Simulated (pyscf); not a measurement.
Single points on ωB97X-D3(BJ)/def2-SVP structures (PySCF, gas phase).

Question: What is the homolytic dissociation enthalpy (298 K, ωB97M-D3(BJ)/def2-TZVP) of the O–S bond of HO–S–Zn–SH, to OH• + •S–Zn–SH?

Answer: O–S to OH• + •S–Zn–SH: 2.80 eV. The 7 functionals that were run give +2.66 (r²SCAN) to +2.96 eV (PBE). The radicals are drawn with the spin at the cut bond; how far it spreads was not checked. Other isomers of •S–Zn–SH were not searched in full and may lie lower. Left out: the spin-orbit lowering of OH. Elements up to Kr have no core potential and no relativistic terms here.
